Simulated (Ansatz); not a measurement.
Density of states of Fe$_{7}$Co (Im-3m, a = 5.701 Å, b = 5.701 Å, c = 5.701 Å, α = 90.00°, β = 90.00°, γ = 90.00°), in states per eV and primitive cell, averaged over bins of 0.4 eV. Theory: Ansatz 0.2.0, DFT r2SCAN, scalar-relativistic, plane waves, PAW.

Settings: cutoff 500 eV, Γ-centred mesh 10×10×10 on the computed 8-atom cell, Gaussian smearing of 0.10 eV; collinear spin from starting moments 3.01 3.01 3.01 3.1 3.1 3.1 3.1 2.12 μB.

The cell is relaxed at this level. The states (both spins) are summed by tetrahedra on a 15×15×15 mesh at the self-consistent density. Energies are bin centres; the table starts no lower than −8 eV and ends at 6 eV, or lower where the solved bands end.

It is a metal at this level.

```
E − E_F (eV) total Fe 3d down Fe 3d up Co 3d down Fe 4s up Co 3d up Fe 4s down
       -7.85   0.60        0.01      0.00        0.00      0.21      0.00        0.27
       -7.45   0.73        0.01      0.01        0.00      0.28      0.00        0.32
       -7.05   0.90        0.02      0.02        0.00      0.33      0.00        0.37
       -6.65   1.02        0.02      0.04        0.00      0.41      0.01        0.36
       -6.25   1.21        0.04      0.08        0.00      0.45      0.01        0.44
       -5.85   1.59        0.06      0.22        0.01      0.58      0.03        0.49
       -5.45   3.59        0.10      1.62        0.01      0.82      0.24        0.52
       -5.05   6.87        0.15      4.24        0.02      0.91      0.69        0.59
       -4.65   8.58        0.23      5.82        0.04      0.65      0.93        0.63
       -4.25   6.58        0.38      4.39        0.07      0.11      0.76        0.67
       -3.85  13.17        0.79      9.58        0.17      0.08      1.46        0.77
       -3.45  11.77        1.15      7.60        0.27      0.29      1.32        0.72
       -3.05  11.19        1.38      7.14        0.33      0.43      0.86        0.63
       -2.65   7.92        2.34      3.29        0.58      0.18      0.67        0.46
       -2.25  12.79        2.10      7.37        0.50      0.13      2.19        0.16
       -1.85  23.12        2.74     16.64        1.62      0.12      1.41        0.05
       -1.45  16.61        5.47      7.33        1.86      0.23      0.65        0.12
       -1.05  14.54        6.34      5.32        0.77      0.27      0.66        0.19
       -0.65  11.73        5.95      3.24        0.63      0.28      0.22        0.33
       -0.25   6.43        4.66      0.56        0.30      0.32      0.05        0.07
        0.15   3.67        2.37      0.44        0.21      0.37      0.04        0.02
        0.55   2.90        1.60      0.36        0.20      0.40      0.04        0.01
        0.95   3.01        1.64      0.32        0.23      0.42      0.04        0.01
        1.35   6.21        4.07      0.29        0.88      0.44      0.03        0.04
        1.75   8.21        5.43      0.17        1.80      0.32      0.02        0.04
        2.15   7.70        6.08      0.20        0.46      0.40      0.02        0.03
        2.55  12.29       10.41      0.14        0.85      0.32      0.01        0.08
        2.95  13.07       11.77      0.12        0.15      0.32      0.01        0.13
        3.35   4.21        2.87      0.10        0.07      0.29      0.01        0.25
        3.75   2.82        1.44      0.07        0.06      0.22      0.01        0.32
        4.15   2.37        1.00      0.06        0.05      0.19      0.01        0.32
        4.55   2.02        0.69      0.05        0.03      0.17      0.01        0.27
        4.95   1.89        0.58      0.04        0.03      0.14      0.00        0.29
        5.35   1.63        0.43      0.02        0.03      0.10      0.00        0.23
        5.75   1.41        0.31      0.02        0.02      0.08      0.00        0.20
```

The columns after the total are the main Löwdin projections on the occupied valence shells of the potentials; 3 others are left out. The rest of the total lies in those, in shells that are empty in the free atom, which aren't projected, and between the atoms.

The state reached may not be the lowest one. Only parallel moments were tried here.

Only this magnetic start was tried.

Whether Fe7Co exists in this form wasn't checked.

Cost: 1 run of about 6.7 core-minutes, on AMD EPYC 7R43 (Zen 3) (shared hosts).